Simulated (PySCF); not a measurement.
Molecule: `InChI=1S/C4H6O/c1-3-5-4-2/h3-4H,1-2H2`.

Atom-mapped SMILES (the numbers label the heavy atoms): `[CH2:1]=[CH:2][O:3][CH:4]=[CH2:5]`. Each H is labelled by its parent atom. Ha(C1), Ha(C5) are cis to O3; Hb(C1), Hb(C5) are trans to O3.

Spin–spin couplings on one PBE0-D3(BJ)/def2-SVP geometry, PySCF, gas phase, non-relativistic, equivalent pairs averaged (without the spin–dipole term); isotopes ¹H; functional B3LYP.

Reference values (Hz): ³J(H(C2),Hb(C1)) = 6.4 (measured; solution (compiled); Pretsch, Buehlmann, Badertscher, Structure Determination of Organic Compounds, 4th ed., Springer 2009); ³J(H(C2),Ha(C1)) = 14.0 (measured; solution (compiled); Pretsch, Buehlmann, Badertscher, Structure Determination of Organic Compounds, 4th ed., Springer 2009); ²J(Ha(C1),Hb(C1)) = -1.8 (measured; solution (compiled); Pretsch, Buehlmann, Badertscher, Structure Determination of Organic Compounds, 4th ed., Springer 2009).

How do the couplings (Hz) change with the basis set? Times are CPU seconds on shared hosts with different chips, so compare them loosely. Far from the basis limit: 6-31G*, pcJ-0, 6-31G-J, def2-TZVP, cc-pVTZ.

## Answers


```tsv
basis set	functions	³J(H(C2),Hb(C1))	³J(H(C2),Ha(C1))	²J(Ha(C1),Hb(C1))	mean abs. error	core-s
6-31G*	82	6.4	12.3	-3.4	1.1	6.9
pcJ-0	83	6.3	13.3	-1.8	0.3	6.2
6-31G-J	84	8.0	14.0	-4.0	1.3	7.8
def2-TZVP	191	5.7	12.3	-0.2	1.4	21
pcJ-1	195	7.3	14.6	-1.0	0.8	12
cc-pVTZ	234	5.8	12.0	-0.2	1.4	33
```

Errors compare magnitudes, without vibrational corrections, and the largest couplings weigh most in the mean. Closest: pcJ-0; furthest: cc-pVTZ.

The Fermi-contact term samples the wavefunction at the nucleus, which is why sets with added tight s functions (names with J) are made for couplings. Agreement of an ordinary basis with the reference is then largely a cancellation of errors.
